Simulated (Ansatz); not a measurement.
Species: C₅H₈, SMILES `C[C@]12C[C@H]1C2` (charge 0, multiplicity 1).

Give a relaxed geometry from B3LYP-D3(BJ)/def2-TZVP (Ansatz, a program for electronic structure).

the end point of this relaxation (outside a Z-matrix the atoms follow the SMILES, hydrogens last).
Z-matrix (Å, degrees):
```
C
C 1 1.4788
H 2 1.0770 1 130.42
C 1 1.4901 2 133.03 3 0.00
H 4 1.0927 1 110.82 2 60.03
H 4 1.0927 5 108.12 1 121.64
H 4 1.0930 5 107.67 6 116.07
C 1 1.4960 2 60.42 3 -119.64
H 8 1.0857 1 116.16 2 107.09
H 8 1.0899 9 114.21 1 -146.76
C 1 1.4960 2 60.42 3 119.64
H 11 1.0857 1 116.16 2 -107.09
H 11 1.0899 12 114.21 1 146.76
```
